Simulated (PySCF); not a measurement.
C4H5NS.
Geometry (GFN2-xTB, Å), atoms numbered from 1 in this order:
```
atom  x, y, z in Å
N1     1.2642    1.7742    1.7110
C2     0.8498    0.9708    1.0085
C3     0.3684   -0.0220    0.1171
S4     1.7037   -0.9929   -0.6471
C5    -0.9111   -0.7507    0.4394
C6    -0.8890    0.2354   -0.6788
H7     2.2636    0.0295   -1.2952
H8    -1.4149   -0.4904    1.3585
H9    -0.9432   -1.8020    0.1965
H10   -1.3771    1.1900   -0.5448
H11   -0.9089   -0.1392   -1.6912
```

Computed with PBE0/def2-SVPD in PySCF (dipole) on a GFN2-xTB geometry, gas phase.

Masses are those of the commonest isotopes; rigid-rotor values at the optimised geometry. The values belong to one conformer with, in the numbering `[N:1]#[C:2][C:3]1([SH:4])[CH2:5][CH2:6]1`, C2–C3–S4–H -63°.

**Question.** Give the principal moments of inertia and the rotational constants in MHz.

**Answer.** Ia = 136.55, Ib = 179.64, Ic = 273.97 u·Å²; 505379 MHz·u·Å²/I gives A = 3701, B = 2813, C = 1845 MHz.

**Question.** Classify the top.

**Answer.** An asymmetric top; Ray's κ = 0.043.

**Question.** Is it planar, by Δ = Ic − Ia − Ib?

**Answer.** Not planar: Δ = Ic − Ia − Ib = -42.23 u·Å². For a rigid frame Δ = −2 Σ m c², so Σ m c² = 21.11 u·Å² lies off the ab plane: 7.73 from hydrogen and 13.39 from heavier atoms. The atom farthest from that plane is 1.27 Å away.

**Question.** Give the other two planar moments, Paa and Pbb, and the rms extents of the mass along the axes.

**Answer.** Paa = Σ m a² = (Ib + Ic − Ia)/2 = 158.53 and Pbb = Σ m b² = (Ia + Ic − Ib)/2 = 115.44 u·Å². With the mass M = 99.01 u, the rms extents √(P/M) along a, b and c are 1.27, 1.08, 0.46 Å.

**Question.** List the rotational levels J(Ka,Kc) to J = 4 (cm⁻¹).

**Answer.** Above 0(0,0):
J = 1: 1(0,1) 0.1554, 1(1,1) 0.1850, 1(1,0) 0.2173
J = 2: 2(0,2) 0.4504, 2(1,2) 0.4634, 2(1,1) 0.5603, 2(2,1) 0.6492, 2(2,0) 0.6649
J = 3: 3(0,3) 0.8687, 3(1,3) 0.8728, 3(1,2) 1.0611, 3(2,2) 1.1153, 3(2,1) 1.1788, 3(3,1) 1.3524, 3(3,0) 1.3580
J = 4: 4(0,4) 1.4074, 4(1,4) 1.4084, 4(1,3) 1.6993, 4(2,3) 1.7238, 4(2,2) 1.8685, 4(3,2) 1.9951, 4(3,1) 2.0274, 4(4,1) 2.2990, 4(4,0) 2.3006

**Question.** Predict some low-J microwave lines.

**Answer.** The dipole components are |μa| = 2.61 D, |μb| = 2.71 D, |μc| = 0.73 D. Intensities carry the squares of the components, which stand as 0.93 : 1.00 : 0.07 (a : b : c). Some lines, for components of 0.1 D or more:

| type | branch | J(Ka,Kc) | MHz | lower level (cm⁻¹) |
| --- | --- | --- | --- | --- |
| a | Q | 2(2,0) ← 2(2,1) | 472 | 0.649 |
| b | Q | 1(1,0) ← 1(0,1) | 1856 | 0.155 |
| a | Q | 3(2,1) ← 3(2,2) | 1904 | 1.115 |
| a | Q | 2(1,1) ← 2(1,2) | 2906 | 0.463 |
| a | R | 1(0,1) ← 0(0,0) | 4658 | 0.000 |
| b | Q | 3(3,0) ← 3(2,1) | 5372 | 1.179 |
| b | Q | 2(2,1) ← 2(1,2) | 5569 | 0.463 |
| a | R | 2(0,2) ← 1(0,1) | 8844 | 0.155 |
| c | R | 2(1,1) ← 1(0,1) | 12141 | 0.155 |
| b | R | 3(1,3) ← 2(0,2) | 12663 | 0.450 |
| c | R | 2(2,0) ← 1(1,0) | 13420 | 0.217 |
| a | R | 3(2,2) ← 2(2,1) | 13974 | 0.649 |
| a | R | 3(1,2) ← 2(1,1) | 15012 | 0.560 |
| c | R | 3(1,2) ← 2(0,2) | 18309 | 0.450 |
| c | R | 3(2,1) ← 2(1,1) | 18541 | 0.560 |
| c | R | 3(3,1) ← 2(2,1) | 21083 | 0.649 |
| b | R | 3(2,1) ← 2(1,2) | 21446 | 0.463 |

Stationary, but not proved a minimum. Constants of a rigid frame at the computed geometry: no zero-point averaging, no centrifugal distortion. Quadrupole hyperfine structure (14N) is left out.
